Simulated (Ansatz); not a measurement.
```yaml
crystal:
  periodic: [false, false, false]
  atoms:
    - {symbol: C, position_ang: [-0.924072, 0.794177, 0.304797]}
    - {symbol: C, position_ang: [-0.134019, 0.034652, -0.005441]}
    - {symbol: C, position_ang: [1.034712, -0.779860, -0.232156]}
    - {symbol: F, position_ang: [0.900250, -1.684153, -1.081728]}
    - {symbol: H, position_ang: [-1.802652, 0.700144, 0.252145]}
    - {symbol: H, position_ang: [-0.725329, 1.980365, -0.663596]}
    - {symbol: H, position_ang: [1.516396, -0.893212, 0.682395]}
basis:
  gaussian: {orbitals: def2-TZVPP, final_grid: {core_spheres: 20, valence_spheres: 16, degree: 47}}
hamiltonian: {xc: {name: wB97X-V}}
output: {forces: true}
```

```sh
$ ansatz run in.yaml --threads 2 --pin off --events-out ev --progress --plain --max-ram 4352MiB
```

Shortened log:

```
Functional definition: wB97X-V
873 factors; their error is unknown
207 factors; integrals over basis functions are off by at most 2.0e-5 eV
mean field evaluation 1: about -5865.3080 eV, gradient 4.3e1 eV
mean field evaluation 2: about -5866.6938 eV, gradient 3.4e1 eV
mean field evaluation 4: about -5869.2750 eV, gradient 2.1e0 eV
mean field evaluation 8: about -5869.2900 eV, gradient 3.7e-2 eV
mean field evaluation 16: about -5869.2933 eV, gradient 2.7e-4 eV
mean field -5869.29331940 eV, -215.6925511380 hartree, gradient 4.8e-5 eV, S^2 0.000000; 0 other end points of the search recorded, 0 dependent functions left out
reference -5869.29331779 eV, -215.6925510790 hartree; 15, 15 occupied and 151, 151 virtual orbitals, 873 factors
Total energy: -5869.29331779 eV, -215.6925510790 hartree
Atom 0 at    -0.924072     0.794177     0.304797 Å, force     1.259489    14.646658    -0.979546 eV/Å
Atom 1 at    -0.134019     0.034652    -0.005441 Å, force    15.906494   -12.901198    -3.873445 eV/Å
Atom 2 at     1.034712    -0.779860    -0.232156 Å, force    -6.586586     6.415705     3.533180 eV/Å
Atom 3 at     0.900250    -1.684153    -1.081728 Å, force     0.819776    -3.815135    -3.771280 eV/Å
Atom 4 at    -1.802652     0.700144     0.252145 Å, force   -12.841640    -0.974356     1.148610 eV/Å
Atom 5 at    -0.725329     1.980365    -0.663596 Å, force    -0.460075    -2.526645     2.804765 eV/Å
Atom 6 at     1.516396    -0.893212     0.682395 Å, force     1.902542    -0.845029     1.137715 eV/Å
Dipole moment:    -0.075773     0.000993     0.106652 e Å
```

Hardware: 2 threads of an Arm Neoverse V1 on a shared host. Wall time 5.5 s, peak host memory 0.33 GiB.
